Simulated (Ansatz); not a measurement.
Born–Oppenheimer molecular dynamics of BCl$_{2}$H (4 atoms, charge 0, multiplicity 1). It goes on from the last frame of an earlier run, with new velocities.

Computed with Ansatz 0.2.0, RKS PBE0-D4/6-31G.

| Item | Value |
| --- | --- |
| ensemble | NVT, Nosé–Hoover chain |
| time step | 1 fs |
| steps asked | 150 |
| set temperature | 500 K |
| thermostat | time constant 20 fs, chain length 3 |
| seed | 58042 |

First frame:

```xyz
4
Properties=species:S:1:pos:R:3
B 0.289 0.156 -0.035
Cl 0.312 0.023 1.703
H 1.180 -0.052 -0.845
Cl -1.345 0.751 -0.699
```

Q: How far do the bonds stretch over the last three quarters of this one trajectory? (Pairs bonded in most of those frames.)

A: 
```json
{"bond": "B1–Cl2", "mean (Å)": "1.785", "spread (Å)": "0.054", "shortest": "1.69", "longest": "1.88"}
{"bond": "B1–H3", "mean (Å)": "1.183", "spread (Å)": "0.035", "shortest": "1.11", "longest": "1.26"}
{"bond": "B1–Cl4", "mean (Å)": "1.785", "spread (Å)": "0.041", "shortest": "1.72", "longest": "1.89"}
```

Mean temperature of the second half: 403 K. The conserved energy stayed within 0.76 meV per atom of its start (net change -0.25 meV per atom), so the integration is sound. The mean temperature of the second half is 19 % below the set value. A run of 0.15 ps of so small a system gives no equilibrium averages. Limits of this set-up: no polarisation functions.

Run time: 2.6 min on 1 thread of Arm Neoverse V1, with other jobs on the host, peak memory 0.085 GiB.
